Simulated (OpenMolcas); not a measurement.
**One shape, several levels: CH (SMILES [CH])**

Aim: a comparison of 3 runs (UHF/STO-3G, UHF/def2-SVP, UPBE0/def2-SVP) of CH. 

Program for the calculation: OpenMolcas 26.06.

6 further runs of the same task are left out: 2 that didn't finish, 4 set aside as unsound or not needed.

## 1. Starting point

The species is CH (2 atoms), meant as a doublet with charge 0. As SMILES, `[CH]`. The coordinates come from a GFN2-xTB relaxation.

Bond lengths: C1–H2 1.114 Å.

## 2. Energy and forces at UHF/STO-3G (run 1)

The input, run.inp:

```
&GATEWAY
 BasLib=$CurrDir
 Coord
 2
 angstrom
 C        0.000000       0.000000       0.000000
 H        0.000000       0.000000       1.114340
 Basis=STO-3G
 Group=NoSym

&SEWARD

&SCF
 UHF
 Spin=2
 Thresholds=1e-10 1e-07 1e-07 1e-05
 PrOrbitals=1 1

&ALASKA
```

The basis set STO-3G is read from a file made from the Basis Set Exchange's data (not shown).

Run with:

```console
$ export MOLCAS_MEM=1860
$ pymolcas run.inp > run.log
```

The log of the run:

```text
--- Start Module: gateway ---
[...]
--- Stop Module: gateway /rc=_RC_ALL_IS_WELL_ ---
[...]
      Basis functions            6
[...]
--- Start Module: scf ---
[...]
       Convergence after  11 Iterations
[...]
::    Total SCF energy                                -37.7696611856
[...]
      Total spin, S                                     0.5015778100
[...]
      Total electronic charge=    7.000000
      Total            charge=   -0.000000
[...]
      Dipole Moment (debye):
      Origin of the operator (angstrom)=    0.0000    0.0000    0.0863
                   X=  4.1268E-16               Y=  1.2240E-16               Z=  1.1156E+00           Total=  1.1156E+00
      Quadrupole Moment (debye*angstrom):
[...]
--- Stop Module: scf /rc=_RC_ALL_IS_WELL_ ---
--- Start Module: alaska ---
[...]
 *              Molecular gradients               *
 **************************************************
  Irreducible representation: a
 ------------------------------------------------------------------------------------------
                              X                       Y                       Z
 ------------------------------------------------------------------------------------------
  C1                1.23795847131625E-17   -6.38656957863207E-17    2.23854717518925E-02
  H2               -1.23795847131625E-17    6.38656957863207E-17   -2.23854717518925E-02
 ------------------------------------------------------------------------------------------
--- Stop Module: alaska /rc=_RC_ALL_IS_WELL_ ---
[...]
```

It took 1.6 s on 1 thread of Arm Neoverse V2, shared host; peak memory 0.37 GiB.

## 3. Energy and gradient at UHF/def2-SVP (run 2)

The input, run.input:

```
* CH Hartree-Fock
>>> EXPORT MOLCAS_PRINT=2

&GATEWAY
 BasLib
 $CurrDir
 Coord
 2
 angstrom
 C        0.000000       0.000000       0.000000
 H        0.000000       0.000000       1.114340
 Basis
 def2-SVP
 Group
 NoSym

&SEWARD

&SCF
 UHF
 Spin
 2
 Thresholds
 1e-10 1e-07 1e-07 1e-05
 PrOrbitals
 1

&ALASKA
```

The basis set def2-SVP is read from a file made from the Basis Set Exchange's data (not shown).

Run with:

```console
$ export MOLCAS_MEM=1860
$ pymolcas run.input > run.log
```

The log of the run:

```text
--- Start Module: gateway ---
[...]
--- Stop Module: gateway /rc=_RC_ALL_IS_WELL_ ---
[...]
      Basis functions           19
[...]
--- Start Module: scf ---
[...]
       Convergence after  12 Iterations
[...]
::    Total SCF energy                                -38.2340323948
[...]
      Total spin, S                                     0.5030094981
[...]
      Total electronic charge=    7.000000
      Total            charge=   -0.000000
[...]
      Dipole Moment (debye):
      Origin of the operator (angstrom)=    0.0000    0.0000    0.0863
                   X= -9.5775E-16               Y= -2.9918E-16               Z=  1.7198E+00           Total=  1.7198E+00
      Quadrupole Moment (debye*angstrom):
[...]
--- Stop Module: scf /rc=_RC_ALL_IS_WELL_ ---
--- Start Module: alaska ---
[...]
 *              Molecular gradients               *
 **************************************************
  Irreducible representation: a
 ------------------------------------------------------------------------------------------
                              X                       Y                       Z
 ------------------------------------------------------------------------------------------
  C1               -2.99993012671013E-17    3.41789191211709E-16   -1.63412649340500E-03
  H2                2.99993012671013E-17   -3.41789191211709E-16    1.63412649340677E-03
 ------------------------------------------------------------------------------------------
--- Stop Module: alaska /rc=_RC_ALL_IS_WELL_ ---
[...]
```

Wall time 1.7 s (1 thread of Arm Neoverse V2, shared host); peak memory 0.37 GiB.

## 4. Energy and forces at UPBE0/def2-SVP (run 3)

The input, calc.input:

```
* CH Kohn-Sham DFT
>>> EXPORT MOLCAS_PRINT=2

&GATEWAY
 BASLIB
 $CurrDir
 COORD
 2
 bohr
 C      0.00000000     0.00000000     0.00000000
 H      0.00000000     0.00000000     2.10579741
 BASIS
 def2-SVP
 GROUP
 NoSym

&SEWARD
 GRIDINPUT
 Grid=UltraFine
 End of Grid

&SCF
 UHF
 SPIN
 2
 KSDFT
 PBE0
 THRESHOLDS
 1e-10 1e-07 1e-07 1e-05
 PRORBITALS
 1 1

&ALASKA
```

The basis set def2-SVP is read from a file made from the Basis Set Exchange's data (not shown).

Run with:

```console
$ export MOLCAS_MEM=1860
$ pymolcas calc.input > calc.log
```

The log of the run:

```text
--- Start Module: gateway ---
[...]
--- Stop Module: gateway /rc=_RC_ALL_IS_WELL_ ---
[...]
      Basis functions           19
[...]
--- Start Module: scf ---
[...]
       Convergence after  11 Iterations
[...]
::    Total KS-DFT energy                             -38.3914644451
[...]
      Total spin, S                                     0.5012543840
[...]
      Total electronic charge=    7.000000
      Total            charge=   -0.000000
[...]
      Dipole Moment (debye):
      Origin of the operator (angstrom)=    0.0000    0.0000    0.0863
                   X=  1.4007E-15               Y=  2.4637E-16               Z=  1.5791E+00           Total=  1.5791E+00
      Quadrupole Moment (debye*angstrom):
[...]
--- Stop Module: scf /rc=_RC_ALL_IS_WELL_ ---
[...]
--- Start Module: alaska ---
[...]
 *              Molecular gradients               *
 **************************************************
  Irreducible representation: a
 ------------------------------------------------------------------------------------------
                              X                       Y                       Z
 ------------------------------------------------------------------------------------------
  C1               -6.20101381927417E-17    2.67009312468398E-17    1.16236855351872E-02
  H2                6.15764573237475E-17   -4.92523364345383E-17   -1.16236855351877E-02
 ------------------------------------------------------------------------------------------
--- Stop Module: alaska /rc=_RC_ALL_IS_WELL_ ---
[...]
```

It took 3.9 s on 1 thread of Arm Neoverse V2, shared host; peak memory 0.37 GiB.

## 5. The series

| run | level | integration grid | energy (Eh) | dipole moment (D) | HOMO energy (eV) | LUMO energy (eV) | wall time |
| --- | --- | --- | --- | --- | --- | --- | --- |
| 1 | UHF/STO-3G | – | -37.769661 | 1.12 | -9.09 | 6.05 | 1.6 s |
| 2 | UHF/def2-SVP | – | -38.234032 | 1.72 | -11.55 | 1.26 | 1.7 s |
| 3 | UPBE0/def2-SVP | UltraFine | -38.391464 | 1.58 | -7.34 | -3.69 | 3.9 s |

## 6. Summary of results

| quantity | value |
| --- | --- |
| run 3: total energy | -38.39146 Eh |
| run 3: dipole moment | 1.58 D |
| run 3: HOMO energy (highest over α and β) | -7.34 eV |
| run 3: LUMO energy (lowest over α and β) | -3.69 eV |
| run 3: ⟨S²⟩ | 0.753 |
| run 3: largest force on an atom | 0.598 eV/Å |

In words: The dipole moment (its size) runs from 1.12 D (UHF/STO-3G) to 1.72 D (UHF/def2-SVP). In run 1 the basis is minimal, so the values are rough. All runs together took 7.3 s, the longest 3.9 s.
